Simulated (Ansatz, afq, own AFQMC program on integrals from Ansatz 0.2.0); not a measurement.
Where AFQMC and coupled cluster stand for GaSiH2, quartet

```xyz
4

Si    0.0000    0.0000    1.7384
Ga    0.0000    0.0000   -0.6618
H     0.0000   -1.4132   -1.3308
H     0.0000    1.4132   -1.3308
```

Connectivity, by distances: Si–GaH2.

Basis cc-pVDZ. Noble-gas cores (and the filled d shells of Ga–Kr and In–Xe) are frozen. Integrals, coupled cluster, full CI and functionals: Ansatz 0.2.0; the random walks run on the same integrals in our own AFQMC program. ph-AFQMC/CISD is guided by a CISD state made of CCSD amplitudes; releasing the constraint for a short imaginary time cuts its bias at the price of noise, slowly where states lie close. ± is one standard error of the sampling. No spin–orbit coupling.

Determinant: UHF, the one that the program's search chose, which needn't be the lowest solution. The geometry is a PBE0/def2-TZVP stationary point of this or a neighbouring charge and spin state.

No full CI on the walks' own integrals is used here; CCSDT(Q) serves as the reference and is uncertain by about the last step of the cluster series.

Cautions: no relativity below Rb; no spin-orbit coupling; inner d shell frozen; lower spins were not checked.

The T1 diagnostic is 0.0296, the weight of the determinant in the CISD state is 0.879 and the ⟨S²⟩ of the determinant is 3.753. The size of the correlated space is 9 electrons in 36 orbitals.

| level | correlation energy (eV) |
| --- | --- |
| MP2 | -3.1261 |
| CCSD | -4.0363 |
| CCSD(T) | -4.1498 |

(1) Estimate where AFQMC with the constraint released lies against CCSD(T) on the same integrals.

(1) 46.5 ± 11.9 meV below CCSD(T).

Reference: CCSDT(Q), correlation energy -4.189 eV. The released energy is read at 2.40 1/Eh (meV from the phaseless value at times in 1/Eh: -3 ± 9 at 0.24, 7 ± 9 at 0.51, 13 ± 8 at 0.99, 1 ± 9 at 1.62, 4 ± 12 at 2.40).

```csv
level,E − E(reference) (meV),share of correlation (%)
CCSD(T),39.5,99.06
CCSDT,6.4,99.85
ph-AFQMC/HF,-31.5 ± 38.1,100.75
ph-AFQMC/CISD,-10.6 ± 6.5,100.25
released AFQMC,-7.0 ± 11.9,100.17
```

A walk keeps the symmetry of its determinant, which the program's search chose and which needn't be the lowest solution, so a lower state of the same spin and another symmetry isn't excluded. Released energies are given only where the last usable release times agree within the noise; a slower fall can still hide under it.
